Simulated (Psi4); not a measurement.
This Psi4 input (PBE0/aug-pcseg-3) gives -40.47849 Eh with 281 basis functions.

```
memory 2025 MB

molecule {
0 1
C    -0.00000000    0.00000000   -0.00000000
H     0.62054657    0.62688914    0.63896175
H    -0.64285838   -0.62489528    0.61852983
H     0.63693263   -0.63278043   -0.61664082
H    -0.61462083    0.63078657   -0.64085076
}

set {
  basis aug-pcseg-3
  scf_type df
}

energy('pbe0')
print_variables()
```

Change:
```diff
- basis aug-pcseg-3
+ basis aug-cc-pv(t+d)z
```

Task: What does the run give now?

Result: -40.47461 Eh (PBE0/aug-cc-pV(T+d)Z, 138 functions), a change of +3.88 mEh.
